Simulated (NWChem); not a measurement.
A series in which one site is exchanged, each optimised at PBE0/def2-SVP with NWChem, gas phase unless a solvent is named. This build's default masses of Se (78.918 u) and Br (79.917 u) are each other's, which moves their modes by up to 0.6 %. Some are not confirmed as minima by frequencies. def2 effective core potentials on Te; no spin-orbit coupling.

A: COC (C₂H₆O; site = O)
B: [Te](C)C (C2H6Te; site = Te)
C: C[Se]C (C$_{2}$H$_{6}$Se; site = Se)

Values for A:

dipole (D), PBE0/def2-SVP: 1.25
orbital gap (eV), PBE0/def2-SVP: 9.22
vertical ionisation energy, ΔSCF, CAM-B3LYP/def2-SVP (eV): 9.95
static polarisability, CAM-B3LYP/def2-SVPD (bohr³): 33.2
lowest singlet excitation, CAM-B3LYP/def2-SVPD, TDA (eV): 7.13

Q: How do these values change for the other members?

A: 
| change from A | B | C |
|---|---|---|
| dipole (D), PBE0/def2-SVP | -0.04 | +0.20 |
| orbital gap (eV), PBE0/def2-SVP | -3.81 | -2.48 |
| vertical ionisation energy, ΔSCF, CAM-B3LYP/def2-SVP (eV) | -2.10 | -1.61 |
| static polarisability, CAM-B3LYP/def2-SVPD (bohr³) | +36.0 | +22.2 |
| lowest singlet excitation, CAM-B3LYP/def2-SVPD, TDA (eV) | -3.43 | -2.41 |
